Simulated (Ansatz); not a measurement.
`C=NC(=N)O` at its PBE0-D4/def2-TZVP geometry, where that method's forces vanish. Charge 0, multiplicity 1.

| atom | x (Å) | y (Å) | z (Å) |
| --- | --- | --- | --- |
| C1 | -0.702 | -0.027 | 1.445 |
| N2 | -0.448 | 0.688 | 0.431 |
| C3 | 0.271 | 0.118 | -0.631 |
| N4 | 0.566 | 0.745 | -1.686 |
| O5 | 0.643 | -1.164 | -0.469 |
| H6 | -0.392 | -1.069 | 1.544 |
| H7 | -1.261 | 0.424 | 2.263 |
| H8 | 0.203 | 1.691 | -1.625 |
| H9 | 1.121 | -1.406 | -1.272 |

Problem. For each bond, give half the difference of the two atoms' forces along it (eV/Å; positive pushes the atoms apart) under PBE-D4, r2SCAN-D4, B3LYP-D4, ωB97M-V in def2-TZVPP. (Estimate.)

Solution. Ansatz gave: 
```tsv
bond	length (Å)	PBE-D4	r2SCAN-D4	B3LYP-D4	ωB97M-V
C1–N2	1.266	0.65	0.33	0.16	-0.07
C1–H6	1.092	-0.01	-0.09	-0.08	-0.08
C1–H7	1.089	-0.06	-0.10	-0.14	-0.07
N2–C3	1.403	-0.24	-0.14	0.00	0.36
C3–N4	1.262	0.66	0.28	0.04	-0.26
C3–O5	1.345	0.29	0.22	0.27	0.21
N4–H8	1.016	0.18	-0.03	-0.06	-0.03
O5–H9	0.965	0.37	0.01	-0.07	-0.10
```

B3LYP here is the variant with VWN-RPA as its local correlation; programs differ in this.
